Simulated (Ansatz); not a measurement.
Mulliken charges of `CBCl` from r2SCAN/def2-TZVPP in Ansatz (PBE0-D4/def2-TZVP geometry).

| atom | x (Å) | y (Å) | z (Å) | charge (e) |
| --- | --- | --- | --- | --- |
| C1 | -0.618 | 0.323 | -0.127 | -0.211 |
| B2 | 0.778 | -0.314 | 0.078 | 0.148 |
| Cl3 | 0.975 | -1.857 | 0.880 | -0.149 |
| H4 | -1.454 | -0.274 | 0.238 | 0.067 |
| H5 | -0.767 | 0.542 | -1.191 | 0.074 |
| H6 | -0.638 | 1.303 | 0.367 | 0.073 |
| H7 | 1.786 | 0.209 | -0.292 | -0.002 |

Q: By hand: the dipole of these point charges (1 e Å = 4.8032 D).

A: Σ q r = (-0.104, 0.279, -0.138) e Å, of length 0.328 e Å = 1.58 D.

Q: How does the dipole of the full density compare? (Estimate.)

A: Ansatz gave: (-0.152, 0.218, -0.100) e Å, 1.36 D; the point charges give 1.16 times that, at 14° from its direction.

Point charges leave out the atoms' own dipoles, such as those of lone pairs, and Mulliken's split depends on the basis, so the two needn't agree.
